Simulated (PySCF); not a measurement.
Compound: C₄H₁₂P (charge +1).
Z-matrix (Å and degrees, PBE0-D3(BJ)/def2-SVP geometry), rows numbered from 1:
```
C 
P   1  1.7975
C   2  1.7978  1  109.50
C   2  1.7982  1  109.37  3   119.93
C   2  1.7982  1  109.52  3  -120.15
H   1  1.1000  2  109.87  3   -59.94
H   1  1.1003  2  109.82  3  -179.83
H   1  1.1000  2  109.94  3    60.15
H   3  1.1001  2  109.85  1   179.88
H   3  1.1002  2  109.82  1    60.02
H   3  1.1000  2  109.93  1   -60.04
H   4  1.0999  2  109.83  1   -59.47
H   4  1.1001  2  109.80  1    60.48
H   4  1.1001  2  109.86  1  -179.53
H   5  1.1001  2  109.80  1   -59.57
H   5  1.1001  2  109.89  1    60.46
H   5  1.1001  2  109.77  1  -179.51
```

All values: CAM-B3LYP/def2-SVPD (PySCF, non-relativistic), on one gas-phase PBE0-D3(BJ)/def2-SVP geometry that isn't relaxed in the solvent. The solvent is an IEF-PCM continuum (Bondi radii, 1.10 Å for H, scaled by 1.2), and excitations are vertical TDDFT with non-equilibrium linear response and a frozen core. Only the electrostatic response of the medium enters.

Gas-phase singlets (H = HOMO, L = LUMO):

```json
{"state": "S1", "E (eV)": "10.378", "λ (nm)": "119", "f": "0.084", "leading configuration": "H→L 94%"}
{"state": "S2", "E (eV)": "10.381", "λ (nm)": "119", "f": "0.085", "leading configuration": "H-1→L 94%"}
{"state": "S3", "E (eV)": "10.383", "λ (nm)": "119", "f": "0.085", "leading configuration": "H-2→L 94%"}
{"state": "S4", "E (eV)": "10.675", "λ (nm)": "116", "f": "0.000", "leading configuration": "H-1→L+1 31%"}
{"state": "S5", "E (eV)": "10.676", "λ (nm)": "116", "f": "0.000", "leading configuration": "H-2→L+1 32%"}
```

How does the list change in chloroform (ε = 4.711)?

```
state  E (eV)  λ (nm)      f  leading configuration  change by rank (eV)
   S1  10.176     122  0.180                H→L 93%               -0.202
   S2  10.179     122  0.183              H-1→L 92%               -0.202
   S3  10.181     122  0.183              H-2→L 92%               -0.202
   S4  10.605     117  0.000            H-1→L+1 23%               -0.070
   S5  10.607     117  0.000            H-2→L+1 24%               -0.069
```

Give the list for acetone (ε = 20.49), n² = 1.85.

```csv
state,E (eV),λ (nm),f,leading configuration,change by rank (eV)
S1,10.143,122,0.184,H→L 93%,-0.235
S2,10.145,122,0.186,H-1→L 93%,-0.236
S3,10.147,122,0.186,H-2→L 93%,-0.236
S4,10.590,117,0.000,H-1→L+1 20%,-0.085
S5,10.591,117,0.000,H-2→L+1 22%,-0.085
```

How do the frontier levels move from gas to acetone?

```tsv
orbital	gas (eV)	solvent (eV)	change (eV)
LUMO+2	-1.97	1.98	+3.95
LUMO+1	-1.97	1.98	+3.95
LUMO	-3.03	0.98	+4.01
HOMO	-16.39	-12.04	+4.35
HOMO-1	-16.40	-12.04	+4.36
HOMO-2	-16.40	-12.04	+4.36
HOMO-3	-17.49	-13.11	+4.38
```

The HOMO–LUMO gap goes from 13.36 to 13.02 eV.
